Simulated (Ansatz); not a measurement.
Relaxation of BFH5N (8 atoms, charge 0, multiplicity 1), to a largest force component of 0.03 eV/Å in at most 50 steps.

Theory: RKS PBE0-D4/def2-SVP in Ansatz.

```xyz
8
Properties=species:S:1:pos:R:3:forces:R:3
B 0.067 0.423 -0.396 0.06 -0.39 -0.46
F 0.059 0.086 2.110 0.03 -0.12 0.28
N 1.321 0.060 -0.865 -0.04 0.15 0.05
H 1.528 -0.854 -1.243 -0.01 -0.02 0.00
H 2.123 0.677 -0.827 0.00 -0.04 0.01
H -0.865 -0.332 -0.512 -0.01 -0.03 0.03
H -0.100 1.548 -0.005 0.00 0.33 0.24
H -0.101 0.918 1.742 -0.03 0.13 -0.14
```

Problem. Where does it end, and by what steps?

Solution. The run converged. After 8 steps the energy has fallen by 0.056 eV; F2 moved furthest, 0.34 Å.

```json
{"step": "0", "energy less start (eV)": "0.0000", "largest force component (eV/Å)": "0.459", "accepted": "yes"}
{"step": "1", "energy less start (eV)": "-0.0017", "largest force component (eV/Å)": "1.526", "accepted": "yes"}
{"step": "2", "energy less start (eV)": "-0.0209", "largest force component (eV/Å)": "1.321", "accepted": "yes"}
{"step": "3", "energy less start (eV)": "-0.0029", "largest force component (eV/Å)": "0.943", "accepted": "no"}
{"step": "4", "energy less start (eV)": "-0.0483", "largest force component (eV/Å)": "0.360", "accepted": "yes"}
{"step": "5", "energy less start (eV)": "-0.0474", "largest force component (eV/Å)": "0.295", "accepted": "no"}
{"step": "6", "energy less start (eV)": "-0.0536", "largest force component (eV/Å)": "0.104", "accepted": "yes"}
{"step": "7", "energy less start (eV)": "-0.0555", "largest force component (eV/Å)": "0.053", "accepted": "yes"}
{"step": "8", "energy less start (eV)": "-0.0557", "largest force component (eV/Å)": "0.019", "accepted": "yes"}
```

```xyz
8
Properties=species:S:1:pos:R:3
B 0.063 0.379 -0.448
F 0.032 0.290 2.382
N 1.325 0.058 -0.909
H 1.528 -0.803 -1.400
H 2.137 0.645 -0.767
H -0.874 -0.355 -0.636
H -0.083 1.449 0.121
H -0.095 0.863 1.662
```

Whether the end is a true minimum wasn't checked by a vibrational analysis.

Time of the run: 18 s on 1 thread of Arm Neoverse V1 (shared host), peak memory 0.13 GiB.
